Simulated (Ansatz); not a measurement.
# C₄H₇ClO: up Jacob's ladder to CCSD(T)

The task here is to estimate one member of a computed series from the others.

The runs use Ansatz 0.2.0, Gaussian basis; functionals in def2-TZVPP, the program's frozen cores in correlated methods.

Plan: PBE-D4, r2SCAN-D4, PBE0-D4, B3LYP-D4, ωB97X-V, ωB97M-V, B2PLYP; CCSD(T)/def2-TZVPP; MP2/def2-QZVPP; extrapolation to the limit.

## The geometry

All runs share one geometry, relaxed beforehand with PBE0-D4 in a triple-zeta def2 set.

SMILES `C/C(Cl)=C/CO`, 13 atoms, charge 0, spin multiplicity 1.

Atoms are counted from 1 here; the program's logs count them from 0.

Bond lengths: C1–C2 1.487 Å, C1–H7 1.093 Å, C1–H8 1.093 Å, C1–H9 1.091 Å, C2–Cl3 1.742 Å, C2–C4 1.328 Å, C4–C5 1.489 Å, C4–H10 1.087 Å, C5–O6 1.417 Å, C5–H11 1.094 Å, C5–H12 1.095 Å, O6–H13 0.961 Å. Angles: C2–C1–H7 110.7°, C2–C1–H8 110.6°, C2–C1–H9 110.3°, H7–C1–H8 107.2°, H7–C1–H9 108.9°, H8–C1–H9 109.0°, C1–C2–Cl3 113.1°, C1–C2–C4 125.6°, Cl3–C2–C4 121.3°, C2–C4–C5 127.8°, C2–C4–H10 116.4°, C5–C4–H10 115.8°, C4–C5–O6 111.6°, C4–C5–H11 109.8°, C4–C5–H12 110.6°, O6–C5–H11 105.3°, O6–C5–H12 111.6°, H11–C5–H12 107.6° and more.

Coordinates:

```
C    -1.9744    0.7226   -0.4122
C    -0.7571    0.2271    0.2827
Cl   -0.7889    0.5073    2.0018
C     0.2715   -0.3799   -0.2981
C     1.5222   -0.8725    0.3435
O     2.6736   -0.2951   -0.2466
H    -2.8685    0.2254   -0.0274
H    -2.1032    1.7953   -0.2458
H    -1.9002    0.5359   -1.4843
H     0.2112   -0.5080   -1.3761
H     1.6233   -1.9494    0.1816
H     1.4949   -0.7006    1.4241
H     2.6159    0.6570   -0.1285
```

The first run:

in.yaml

```yaml
crystal:
  periodic: [false, false, false]
  atoms:
    - {symbol: C, position_ang: [-1.974391, 0.722629, -0.412186]}
    - {symbol: C, position_ang: [-0.757071, 0.227108, 0.282728]}
    - {symbol: Cl, position_ang: [-0.788883, 0.507291, 2.001824]}
    - {symbol: C, position_ang: [0.271494, -0.379898, -0.298055]}
    - {symbol: C, position_ang: [1.522207, -0.872457, 0.343476]}
    - {symbol: O, position_ang: [2.673623, -0.295095, -0.246604]}
    - {symbol: H, position_ang: [-2.868519, 0.225423, -0.027369]}
    - {symbol: H, position_ang: [-2.103173, 1.795294, -0.245848]}
    - {symbol: H, position_ang: [-1.900176, 0.535939, -1.484293]}
    - {symbol: H, position_ang: [0.211153, -0.507970, -1.376118]}
    - {symbol: H, position_ang: [1.623307, -1.949416, 0.181626]}
    - {symbol: H, position_ang: [1.494945, -0.700634, 1.424114]}
    - {symbol: H, position_ang: [2.615884, 0.656986, -0.128497]}
basis:
  gaussian: {orbitals: def2-TZVPP}
hamiltonian: {xc: pbe, dispersion: d4}
output: {forces: true, orbitals: {seedname: orbitals}}
```

On the command line:

```
$ ansatz run in.yaml --threads 2 --pin off --events-out ev --progress --plain --max-ram 32768MiB --backend cuda --devices 0, --max-vram 18GiB
```

Steps of the session up to this table: PBE-D4 (GGA); r2SCAN-D4 (meta-GGA); PBE0-D4 (hybrid); B3LYP-D4 (hybrid); ωB97X-V (range-separated); ωB97M-V (range-separated); B2PLYP (double hybrid); CCSD(T) in def2-TZVPP; MP2 in def2-QZVPP.

One table of the session follows, with a row left open; its other results are not shown here.

| method | atomisation energy (kJ/mol) |
| --- | --- |
| PBE-D4 | 5323.5 |
| r2SCAN-D4 | 5192.9 |
| PBE0-D4 | 5218.0 |
| B3LYP-D4 | 5165.1 |
| ωB97X-V | 5172.4 |
| ωB97M-V | 5186.8 |
| B2PLYP | 5116.0 |
| HF/def2-TZVPP | ? |
| MP2/def2-TZVPP | 5146.8 |
| CCSD/def2-TZVPP | 4954.3 |
| CCSD(T)/def2-TZVPP | 5040.3 |
| MP2/CBS | 5276.0 |
| CCSD(T)/CBS | 5169.5 |

Estimate the missing values for HF/def2-TZVPP.

The run gave: atomisation energy (kJ/mol): 3745.7. In the column «atomisation energy (kJ/mol)» it is the lowest.
